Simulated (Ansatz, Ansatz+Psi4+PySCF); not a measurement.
```xyz
3

N     0.0000    0.0000   -1.1700
C     0.0000    0.0000    0.0000
S     0.0000    0.0000    1.6300
```

Basis set: cc-pVTZ on C, N; cc-pV(T+d)Z on S (spherical functions). Frozen core: 7 orbitals. Correlation on ROHF uses semicanonical orbitals with singles. Charge 0, multiplicity 2.

Computed with Ansatz (development build ahead of 0.2.0); the reference of a correlated method needn't be the lowest determinant of its kind.

**Question.** Give the atomization energy at this shape (free ground-state atoms in the same class of orbitals less the molecule, no zero-point energy) of doublet CNS by ROHF-CCSD(T), ROHF-CCSD.

**Answer.**

```json
{"method": "ROHF-CCSD(T)", "atomization energy": "269.86 kcal/mol"}
{"method": "ROHF-CCSD", "atomization energy": "257.90 kcal/mol"}
```

Caution: the reference determinant was not shown to be the lowest.
